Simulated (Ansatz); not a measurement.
Breaking a bond: LiH, singlet.

RKS-PBE = Ansatz (a first-principles code) with restricted PBE/def2-TZVP; UKS-PBE = unrestricted PBE/def2-TZVP (Ansatz); RKS-PBE0 = Ansatz with restricted PBE0/def2-TZVP; FCI = Ansatz with full CI/def2-TZVP, frozen core.

Energies relative to the lowest point of each curve near equilibrium, in kJ/mol; the last columns give the error against full CI:

| R / Å | RKS-PBE | UKS-PBE | RKS-PBE0 | FCI | RKS-PBE − FCI | UKS-PBE − FCI | RKS-PBE0 − FCI |
|---|---|---|---|---|---|---|---|
| 1.22 | 72.6 | 72.6 | 71.8 | 73.2 | -0.6 | -0.6 | -1.4 |
| 1.27 | 51.3 | 51.3 | 50.5 | 51.5 | -0.2 | -0.2 | -1.0 |
| 1.36 | 24.4 | 24.4 | 23.6 | 24.1 | 0.3 | 0.3 | -0.5 |
| 1.47 | 6.5 | 6.5 | 5.9 | 6.1 | 0.3 | 0.3 | -0.2 |
| 1.51 | 3.1 | 3.1 | 2.7 | 2.8 | 0.3 | 0.3 | -0.1 |
| 1.55 | 1.0 | 1.0 | 0.8 | 0.8 | 0.2 | 0.2 | -0.1 |
| 1.60 | 0.0 | 0.0 | 0.0 | 0.0 | 0.0 | 0.0 | 0.0 |
| 1.67 | 1.1 | 1.1 | 1.5 | 1.4 | -0.3 | -0.3 | 0.1 |
| 1.69 | 1.9 | 1.9 | 2.4 | 2.3 | -0.3 | -0.3 | 0.1 |
| 1.74 | 4.6 | 4.6 | 5.3 | 5.1 | -0.6 | -0.6 | 0.2 |
| 1.84 | 12.5 | 12.5 | 13.9 | 13.4 | -1.0 | -1.0 | 0.5 |
| 2.01 | 31.1 | 31.1 | 33.8 | 32.5 | -1.4 | -1.4 | 1.3 |
| 2.16 | 50.3 | 50.3 | 54.3 | 51.7 | -1.4 | -1.4 | 2.6 |
| 2.39 | 81.2 | 81.2 | 87.5 | 81.8 | -0.6 | -0.6 | 5.7 |
| 2.61 | 110.2 | 110.2 | 118.9 | 109.1 | 1.1 | 1.1 | 9.8 |
| 2.86 | 140.8 | 139.9 | 152.6 | 136.7 | 4.0 | 3.2 | 15.9 |
| 3.19 | 175.9 | 169.0 | 192.3 | 165.7 | 10.2 | 3.3 | 26.6 |
| 3.52 | 204.9 | 188.9 | 226.1 | 185.5 | 19.4 | 3.4 | 40.6 |
| 3.88 | 230.2 | 203.1 | 256.4 | 198.2 | 32.0 | 4.9 | 58.2 |
| 4.36 | 255.3 | 214.2 | 287.8 | 206.0 | 49.2 | 8.2 | 81.8 |
| 4.72 | 269.0 | 218.7 | 305.8 | 208.5 | 60.4 | 10.1 | 97.3 |
| 5.55 | 289.1 | 219.9 | 333.8 | 210.4 | 78.7 | 9.5 | 123.4 |
| 6.37 | 299.3 | 220.0 | 349.5 | 210.7 | 88.6 | 9.3 | 138.8 |

RKS-PBE is furthest from FCI at 6.37 (88.6 kJ/mol, above); its mean absolute error over the points is 15.3 kJ/mol.

UKS-PBE is furthest from FCI at 4.72 (10.1 kJ/mol, above); its mean absolute error over the points is 2.6 kJ/mol.

RKS-PBE0 is furthest from FCI at 6.37 (138.8 kJ/mol, above); its mean absolute error over the points is 26.4 kJ/mol.

The restricted form behind RKS-PBE, RKS-PBE0 keeps the bonding electrons paired and can't separate into open-shell fragments. The unrestricted determinant behind UKS-PBE is spin-contaminated at 2.86 to 6.37 Å (<S²> up to 1.0, against 0.00 for a pure singlet).
